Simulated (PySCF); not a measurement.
C₃H₇O₂ (charge -1).
Numbering: `[CH3:1][O:2][CH2:3][CH2:4][O-:5]`

The computed photoelectron lines, unassigned: C 1s: 285.91 (area 1), 286.51 (area 1), 287.04 (area 1) eV; O 1s: 528.89 (area 1), 533.37 (area 1) eV.

The calculation used delta-SCF UKS SCAN, pcX-2 on the ionised atom, pcseg-1 elsewhere, spin-free X2C in PySCF 2.14.0. Isolated species at its PBE0-D3(BJ)/def2-SVP geometry (one conformer only).

(1) Which carbon gives which C 1s line?

(2) Which oxygen gives which O 1s line?

Results:

(1) 285.91 eV: C4 (sp3 carbon bound to oxygen); 286.51 eV: C3 (sp3 carbon bound to oxygen); 287.04 eV: C1 (methoxy carbon). The listed C 1s values span 1.13 eV, from C4 (bonded to O, C and 2 H) to C1 (bonded to O and 3 H). The widest gap between neighbouring values is 0.60 eV, between 285.91 and 286.51 eV. Summing the Pauling electronegativity differences to the bonded atoms, each weighted by its formal bond order, gives +0.19 for the lowest site and -0.16 for the highest; the largest sum, +0.19, belongs to C3, 0.53 eV below the top. The smallest sum, -0.16, belongs to C1, 1.13 eV above the lowest.

(2) 528.89 eV: O5 (alkoxide oxygen); 533.37 eV: O2 (ether oxygen). The listed O 1s values span 4.48 eV, from O5 (bonded to C) to O2 (bonded to 2 C).

Bonded neighbours of each site: C1: O and 3 H; O2: 2 C; C3: O, C and 2 H; C4: O, C and 2 H; O5: C.

Which photon energy gives electrons from C 1s of C3 a kinetic energy of 20 eV, and what is their de Broglie wavelength?

hν = 286.51 + 20 = 306.51 eV, recoil neglected; λ = 12.264 Å/√(E/eV) = 2.74 Å.

The species carries charge -1, so core ionisation leaves a neutral species. The basis sets have no added diffuse functions.

Shape of the structure used: `[CH3:1][O:2][CH2:3][CH2:4][O-:5]`: C1–O2–C3–C4 65°, O2–C3–C4–O5 -68°.
